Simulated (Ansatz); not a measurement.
Relaxation of AlH$_{3}$O (5 atoms, charge 0, multiplicity 1), to a largest force component of 0.02 eV/Å in at most 40 steps.

Computed with Ansatz, RKS r2SCANh/def2-SVP.

```xyz
5
Properties=species:S:1:pos:R:3
O 0.978 -1.019 0.326
Al -0.157 0.372 -0.297
H 0.406 -1.354 1.071
H -1.187 0.080 -1.410
H 0.010 1.847 0.268
```

Task: Where does it end, and by what steps?

Result: It converged. After 10 steps the energy has fallen by 0.693 eV; O1 moved furthest, 0.62 Å.

```json
{"step": "0", "energy less start (eV)": "0.0000", "largest force component (eV/Å)": "2.978", "accepted": "yes"}
{"step": "1", "energy less start (eV)": "-0.2997", "largest force component (eV/Å)": "1.796", "accepted": "yes"}
{"step": "2", "energy less start (eV)": "-0.4315", "largest force component (eV/Å)": "1.090", "accepted": "yes"}
{"step": "3", "energy less start (eV)": "-0.5289", "largest force component (eV/Å)": "0.344", "accepted": "yes"}
{"step": "4", "energy less start (eV)": "-0.3764", "largest force component (eV/Å)": "3.338", "accepted": "no"}
{"step": "5", "energy less start (eV)": "-0.5714", "largest force component (eV/Å)": "0.354", "accepted": "yes"}
{"step": "6", "energy less start (eV)": "-0.6053", "largest force component (eV/Å)": "0.785", "accepted": "yes"}
{"step": "7", "energy less start (eV)": "-0.6364", "largest force component (eV/Å)": "0.874", "accepted": "yes"}
{"step": "8", "energy less start (eV)": "-0.6905", "largest force component (eV/Å)": "0.178", "accepted": "yes"}
{"step": "9", "energy less start (eV)": "-0.6929", "largest force component (eV/Å)": "0.051", "accepted": "yes"}
{"step": "10", "energy less start (eV)": "-0.6932", "largest force component (eV/Å)": "0.004", "accepted": "yes"}
```

```xyz
5
Properties=species:S:1:pos:R:3
O 0.642 -0.711 0.748
Al -0.168 0.425 -0.224
H 0.592 -1.666 0.700
H -1.144 -0.059 -1.376
H 0.128 1.937 0.111
```

Whether the end is a true minimum wasn't checked by a vibrational analysis.

Run time: 20 s on 1 thread of Arm Neoverse N1, on a shared host, peak memory 0.11 GiB.
